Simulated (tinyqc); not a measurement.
Harmonic frequencies on the LDA (VWN5)/sto-3g surface (energies and gradients from PySCF), for H3O+, spin multiplicity 1, step by step. One step of it, computed by the program tinyqc.

Question. Normal modes. Diagonalise H_ij / sqrt(m_i m_j); the 6 smallest eigenvalues belong to translations and rotations; wavenumber = sqrt(eigenvalue / 1822.888) x 219474.63; each mode has its largest component positive (the first on a tie); zero-point energy = sum of wavenumbers / 2, with 349.755 1/cm per kcal/mol. A mass of 2.014 u marks deuterium.

Hessian (symmetrised) (hartree/bohr^2):
```
             1Ox          1Oy          1Oz          2Hx          2Hy          2Hz          3Hx          3Hy
1Ox   0.79518761   0.00048708  -0.02688135  -0.43254632  -0.00857021   0.19716189  -0.18599438   0.16285728
1Oy   0.00048708   0.79602394   0.01134402  -0.00714312  -0.08612536   0.00236427   0.16498609  -0.35443596
1Oz  -0.02688135   0.01134402   0.13948184   0.11733329   0.00120460  -0.05824521  -0.04351937   0.07527783
2Hx  -0.43254632  -0.00714312   0.11733329   0.44983224   0.00823069  -0.15122879  -0.00906221  -0.00641439
2Hy  -0.00857021  -0.08612536   0.00120460   0.00823069   0.06941593  -0.00218451   0.03457951   0.00899459
2Hz   0.19716189   0.00236427  -0.05824521  -0.15122879  -0.00218451   0.06837656  -0.02245081   0.00624034
3Hx  -0.18599438   0.16498609  -0.04351937  -0.00906221   0.03457951  -0.02245081   0.17781313  -0.17839305
3Hy   0.16285728  -0.35443596   0.07527783  -0.00641439   0.00899459   0.00624034  -0.17839305   0.36221845
3Hz  -0.08447675   0.14377555  -0.03650247   0.01711123  -0.01790101  -0.00527728   0.06129120  -0.10360437
4Hx  -0.17663966  -0.15831052  -0.04691284  -0.00822965  -0.03425515  -0.02349259   0.01722534   0.02194964
4Hy  -0.15477202  -0.35547822  -0.08780311   0.00531630   0.00773486  -0.00642912  -0.02115161  -0.01678030
4Hz  -0.08576522  -0.15746481  -0.04474981   0.01678406   0.01887290  -0.00484910   0.00466449   0.02206881

             3Hz          4Hx          4Hy          4Hz
1Ox  -0.08447675  -0.17663966  -0.15477202  -0.08576522
1Oy   0.14377555  -0.15831052  -0.35547822  -0.15746481
1Oz  -0.03650247  -0.04691284  -0.08780311  -0.04474981
2Hx   0.01711123  -0.00822965   0.00531630   0.01678406
2Hy  -0.01790101  -0.03425515   0.00773486   0.01887290
2Hz  -0.00527728  -0.02349259  -0.00642912  -0.00484910
3Hx   0.06129120   0.01722534  -0.02115161   0.00466449
3Hy  -0.10360437   0.02194964  -0.01678030   0.02206881
3Hz   0.04756903   0.00607745  -0.02230413  -0.00579418
4Hx   0.00607745   0.16766077   0.17060346   0.06430410
4Hy  -0.02230413   0.17060346   0.36452249   0.11654273
4Hz  -0.00579418   0.06430410   0.11654273   0.05540863
```

masses (u): 1O 15.994915, 2H 2.014102, 3H 1.007825, 4H 1.007825

Give: eigenvalues of the mass-weighted Hessian; harmonic wavenumbers of the vibrations; mass-weighted modes; zero-point energy.

Answer.

eigenvalues of the mass-weighted Hessian (hartree/(bohr^2 u)): 0.0000  0.0000  0.0000  0.0000  0.0000  0.0000  0.0224  0.0867  0.1170  0.2776  0.5098  0.5525

harmonic wavenumbers of the vibrations (1/cm): 768.9  1513.8  1758.4  2708.6  3670.4  3820.9

mass-weighted modes:
```
      mode 1   mode 2   mode 3   mode 4   mode 5   mode 6
1Ox   0.0074   0.0040  -0.2159  -0.2947  -0.1987   0.0041
1Oy   0.0074  -0.2764  -0.0031  -0.0061  -0.0018  -0.2794
1Oz  -0.4177  -0.0049  -0.0050   0.0995  -0.0634  -0.0050
2Hx   0.1295  -0.0092  -0.1665   0.8828   0.0808   0.0000
2Hy  -0.0053   0.6296  -0.0003   0.0184   0.0023   0.0003
2Hz   0.4027   0.0112  -0.1189  -0.3101  -0.0621   0.0000
3Hx  -0.1082   0.4419   0.5421  -0.0385   0.3470  -0.3378
3Hy   0.0971   0.1164   0.3896   0.1080  -0.5718   0.5552
3Hz   0.5497  -0.2338   0.1006   0.0228   0.1599  -0.1965
4Hx  -0.1050  -0.4451   0.5532  -0.0353   0.3304   0.3216
4Hy  -0.1198   0.0951  -0.3770  -0.1098   0.5757   0.5573
4Hz   0.5456   0.2375   0.0870   0.0190   0.1804   0.2163
```

zero-point energy = 20.3584 kcal/mol
